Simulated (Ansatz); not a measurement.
Total energies of CH7NSi (`C[SiH2]N`).

Cartesian coordinates in Å:
```
C 0.389 0.281 -1.314
Si -0.178 0.488 0.457
N -0.359 -0.955 1.375
H 0.471 1.254 -1.807
H -0.317 -0.327 -1.886
H 1.368 -0.204 -1.361
H -1.504 1.165 0.449
H 0.816 1.334 1.173
H -1.133 -1.577 1.209
H 0.447 -1.460 1.705
```

Charge 0, multiplicity 1. Geometry: relaxed with PBE0-D4/def2-TZVP. It is one conformer, not always the lowest. Basis def2-TZVPP, Ansatz 0.2.0.

RPA on PBE orbitals: Hartree–Fock energy of these orbitals -385.37980 Eh, correlation -0.91529 Eh (frozen core).

```
functional  energy without D4 (Eh)  D4 term (kJ/mol)
    r2SCAN              -386.56053              -3.6
  PBE-QIDH              -386.31090                 –
```

Give the same for LDA (SPW92), PBE, revPBE, BLYP, B97M-V, PBE0, B3LYP, r2SCANh, r2SCAN0, HSE06 (plane-wave form), BHLYP, CAM-B3LYP, LC-ωPBE, ωB97X-V, ωB97M-V, B2PLYP. (Best estimate.)

Computed: 
| functional | energy without D4 (Eh) | D4 term (kJ/mol) |
| --- | --- | --- |
| LDA (SPW92) | -384.61281 | – |
| PBE | -386.35975 | -14.8 |
| revPBE | -386.55188 | -48.2 |
| BLYP | -386.59103 | -33.1 |
| B97M-V | -386.56384 | – |
| PBE0 | -386.40555 | -12.4 |
| B3LYP | -386.67757 | -23.9 |
| r2SCANh | -386.55541 | -3.8 |
| r2SCAN0 | -386.54835 | -4.2 |
| HSE06 (plane-wave form) | -386.39295 | -11.5 |
| BHLYP | -386.58876 | -17.4 |
| CAM-B3LYP | -386.60457 | -12.4 |
| LC-ωPBE | -386.50373 | – |
| ωB97X-V | -386.57160 | – |
| ωB97M-V | -386.56714 | – |
| B2PLYP | -386.43953 | – |

B3LYP takes the VWN-RPA correlation (the form of Gaussian; ORCA's B3LYP/G). HSE06 is the plane-wave form, built on full-range PBE exchange. The double hybrids freeze the cores in their second-order part.

LC-ωPBE has ω = 0.4 bohr⁻¹.
